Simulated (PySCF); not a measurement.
Gas-phase reaction: 3 AlH2Cl + AlCl3.NH3 = AlH3.NH3 + 3 AlHCl2

Energies from PySCF, thermal terms from the rigid-rotor harmonic-oscillator model, ideal gas at 1 bar. † marks an energy on the PBE0/def2-TZVP geometry and frequencies; other levels use their own. 6-31G* has spherical d functions here. All species are closed-shell singlets. B3LYP is the form with VWN-RPA correlation. Adducts (AlCl3.NH3, AlH3.NH3) have no counterpoise correction, and HF, PBE, BLYP, B3LYP and PBE0 lack dispersion. AlH2Cl, AlH3.NH3, AlHCl2: computed as isolated molecules; such fragments, hydroxides, amides, oligomers or adducts are transient or little studied in the gas. The harmonic model lacks anharmonicity and excited electronic states, which grow with temperature; levels with a mode under 35 cm⁻¹ are left out. Soft modes under 120 cm⁻¹ make the harmonic entropy rough for AlCl3.NH3.

| level | ΔE electronic, kJ | ΔH°(298 K), kJ | ΔS°(298 K), J/K | ΔG°(2000 K), kJ |
|---|---|---|---|---|
| B3LYP/6-31G* | 34 | 34 | 0 | 36 |
| BLYP/def2-TZVP† | 20 | 21 | 4 | 15 |
| M06-2X/def2-TZVP† | 37 | 37 | 4 | 31 |
| PBE/def2-SVP | 25 | 26 | 6 | 17 |
| PBE0/def2-TZVP | 28 | 28 | 4 | 22 |
ΔH° is lowest at BLYP/def2-TZVP† and highest at M06-2X/def2-TZVP†. No reference value is set beside these.
